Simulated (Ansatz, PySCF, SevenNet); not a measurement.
## Ladder of methods for the bulk modulus B0 of rock-salt MgS

Reference value: 81 GPa (measured, corrected for zero-point motion; as tabulated in Goldzak et al. (2022), arXiv:2208.04865).

Problem. What do SevenNet-l3i5, LDA, PBE, PBEsol, r²SCAN, HSE06, PBE0, Hartree–Fock, MP2 give, and how far is each from the reference?

Solution. 
```csv
level (code),value (GPa),cell (Å³/atom),error (%)
SevenNet-l3i5 (SevenNet),72.7,17.86,-10.2
LDA (Ansatz),83.2,16.87,+2.7
PBE (Ansatz),74.0,17.88,-8.6
PBEsol (Ansatz),78.1,17.39,-3.6
r²SCAN (Ansatz),79.8,17.61,-1.5
HSE06 (Ansatz),80.1,17.51,-1.1
PBE0 (Ansatz),80.2,17.52,-1.0
Hartree–Fock (PySCF),77.5 ± 2,18.37,-4.3
MP2 (PySCF),85.5 ± 4,17.26,+5.6
```

Nearest, and too close to rank with a margin of 5.0 % (twice that across the reference) picked here for doubts on the reference and the settings: PBE0 (-1.0 %), HSE06 (-1.1 %), r²SCAN (-1.5 %), LDA (+2.7 %), PBEsol (-3.6 %), Hartree–Fock (-4.3 %), MP2 (+5.6 %). Farthest off: SevenNet-l3i5 (-10.2 %), PBE (-8.6 %). Within 15 %: SevenNet-l3i5, LDA, PBE, PBEsol, r²SCAN, HSE06, PBE0, Hartree–Fock, MP2. The least costly first-principles kind among them: DFT without exact exchange (LDA, PBE, PBEsol, r²SCAN).

A ± on a computed value is a rough bar: the spread of its extrapolation, a floor set from checks against published values, or a statistical error. Each level is taken at its own relaxed cell. Cutoffs and k meshes differ between the levels. Ansatz's density-functional and Hartree–Fock values are scalar-relativistic unless marked +SOC, with PAW data made under PBE.

Machine-learned potentials (SevenNet-l3i5) are trained on DFT data, which may include these solids.

Differences are worked out from the printed values.

Ansatz is an electronic-structure program.
